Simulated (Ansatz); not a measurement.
Run this with Ansatz 0.2.0 through its Python package and show what comes out.

`h2no.xyz`
```text
4

N    -0.09150    0.00660    0.31890
O     1.19130   -0.01710   -0.11130
H    -0.56060   -0.83250   -0.08950
H    -0.53920    0.84300   -0.11800
```

`run_methods.py`:
```python
"""One geometry of H2NO, method by method."""

from pathlib import Path

import ansatz as az
import numpy as np

BASIS_SET = "def2-SVP"

molecule = az.Crystal.molecule_from_extxyz("h2no.xyz")

model = (
    molecule.calculation()
    .basis(gaussian=BASIS_SET)
    .spin("collinear", total=1)
    .accuracy("medium")
)

print("functional    E (Ha)        dipole (D)   HOMO (eV)  LUMO (eV)")
for name in ["r2scan0", "cam_b3lyp", "pbe0", "hse06", "lda", "hf"]:
    r = model.functional(name).forces().orbitals().run(threads=1, backend="cpu", runs_dir="runs").report
    lines = Path(r["orbitals_path"]).read_text().splitlines()
    field_of = lambda key: [line.split("=")[1].strip() for line in lines if line.startswith(key)]
    orbitals = [(27.211386 * float(e), s, float(n)) for e, s, n in zip(field_of("Ene="), field_of("Spin="), field_of("Occup="))]
    homo = max(e for e, _, n in orbitals if n > 0.5)
    lumo = min(e for e, _, n in orbitals if n < 0.5)
    dipole = 4.803205 * np.linalg.norm(r["charge_distribution"]["dipole_moment_e_ang"])
    print(f"{name:10s} {r['free_energy_ev'] / 27.211386246:14.6f} {dipole:9.3f} {homo:11.3f} {lumo:10.3f}")
```

```console
$ python run_methods.py
functional    E (Ha)        dipole (D)   HOMO (eV)  LUMO (eV)
r2scan0       -130.883410     2.751      -7.809     -1.803
cam_b3lyp     -130.923611     2.766      -8.900     -0.820
pbe0          -130.832584     2.762      -7.421     -2.137
hse06         -130.826757     2.763      -7.003     -2.541
lda           -129.975624     2.887      -5.277     -3.941
hf            -130.280460     2.537     -12.293      3.925
```

What to keep in mind:
- The settings weren't tested for convergence.
- The geometry is a force-field or estimated start, not a minimum of this method, and the basis set is short of its limit. A lower total doesn't mark the better method: functionals have no common bound, and MP2 and coupled cluster aren't variational.
- The species is open-shell (spin multiplicity 2).
- Levels such as HOMO and LUMO are orbital energies: with these approximate functionals they aren't the ionisation energy and electron affinity, and their gap isn't the fundamental gap.
- hse06 follows the composition of plane-wave codes, whose totals differ by tens of mHa, up to about 0.1 Ha, from the form usual in Gaussian-basis programs (wpbeh).
- Timing: 5.7 s on 1 thread of Arm Neoverse V2 (shared host), peak memory 0.16 GiB.
